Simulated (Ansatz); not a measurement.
Relaxation of BH4NSi (7 atoms, charge 0, multiplicity 1), to a largest force component of 0.015 eV/Å in at most 40 steps.

All numbers below come from RKS r2SCAN/def2-SVP in Ansatz.

```xyz
7
Properties=species:S:1:pos:R:3
B -1.803 0.442 -0.207
Si -0.056 0.085 -0.603
N 1.184 -0.265 0.558
H -2.601 1.245 0.047
H 0.601 -0.347 -1.842
H 1.425 0.430 1.250
H 2.022 -0.719 0.236
```

**Question.** Where does it end, and by what steps?

**Answer.** It converged. The force dipped under the threshold on the way, but the program's further checks kept it going. After 16 steps the energy has fallen by 0.262 eV; H7 moved furthest, 0.50 Å.

```json
{"step": "0", "energy less start (eV)": "0.0000", "largest force component (eV/Å)": "1.587", "accepted": "yes"}
{"step": "1", "energy less start (eV)": "-0.1841", "largest force component (eV/Å)": "0.796", "accepted": "yes"}
{"step": "2", "energy less start (eV)": "-0.2119", "largest force component (eV/Å)": "0.162", "accepted": "yes"}
{"step": "3", "energy less start (eV)": "-0.1645", "largest force component (eV/Å)": "0.708", "accepted": "no"}
{"step": "4", "energy less start (eV)": "-0.2230", "largest force component (eV/Å)": "0.121", "accepted": "yes"}
{"step": "5", "energy less start (eV)": "-0.2338", "largest force component (eV/Å)": "0.078", "accepted": "yes"}
{"step": "6", "energy less start (eV)": "-0.2155", "largest force component (eV/Å)": "1.191", "accepted": "no"}
{"step": "7", "energy less start (eV)": "-0.2426", "largest force component (eV/Å)": "0.201", "accepted": "yes"}
{"step": "8", "energy less start (eV)": "-0.2543", "largest force component (eV/Å)": "0.089", "accepted": "yes"}
{"step": "9", "energy less start (eV)": "-0.2570", "largest force component (eV/Å)": "0.122", "accepted": "yes"}
{"step": "10", "energy less start (eV)": "-0.2597", "largest force component (eV/Å)": "0.090", "accepted": "yes"}
{"step": "11", "energy less start (eV)": "-0.2605", "largest force component (eV/Å)": "0.047", "accepted": "yes"}
{"step": "12", "energy less start (eV)": "-0.2614", "largest force component (eV/Å)": "0.027", "accepted": "yes"}
{"step": "13", "energy less start (eV)": "-0.2601", "largest force component (eV/Å)": "0.211", "accepted": "no"}
{"step": "14", "energy less start (eV)": "-0.2618", "largest force component (eV/Å)": "0.010", "accepted": "yes"}
{"step": "15", "energy less start (eV)": "-0.2621", "largest force component (eV/Å)": "0.014", "accepted": "yes"}
{"step": "16", "energy less start (eV)": "-0.2621", "largest force component (eV/Å)": "0.012", "accepted": "yes"}
```

```xyz
7
Properties=species:S:1:pos:R:3
B -1.664 0.469 -0.199
Si 0.104 0.215 -0.704
N 1.395 -0.052 0.421
H -2.657 1.051 0.126
H 0.425 -0.300 -2.060
H 1.403 0.475 1.288
H 1.765 -0.989 0.566
```

The run took 47 s on 1 thread of Arm Neoverse V1 (shared host), peak memory 0.13 GiB.
